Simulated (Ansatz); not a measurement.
Process, species as SMILES: [OH] (HO) → [OH-] (an electron is taken up)
Each molecule is optimised on its own at B3LYP-D3(BJ)/def2-TZVP (Ansatz, a program for electronic structure).

Quantity: adiabatic electron affinity (electronic energy difference), positive where the reaction releases energy, in eV. Valence correlation only, unless marked. Open shells are spin-unrestricted. No spin-orbit coupling. No relativistic terms. Anions need diffuse functions: aug- sets have them; def2-D sets add few; the other sets have none. CBS(X,Y): correlation extrapolated as X^-3; Hartree-Fock from the larger set.

| level | program | adiabatic electron affinity (eV) |
|---|---|---|
| HF/def2-TZVPP | Ansatz | -0.65 |
| HF/def2-TZVPPD | Ansatz | -0.26 |

Problem. Estimate the value at CCSD(T)/CBS(aug-cc-pVTZ,aug-cc-pVQZ) as computed with Ansatz.

Solution. 1.84 eV, so HF/def2-TZVPPD differs from it by -2.10 eV.
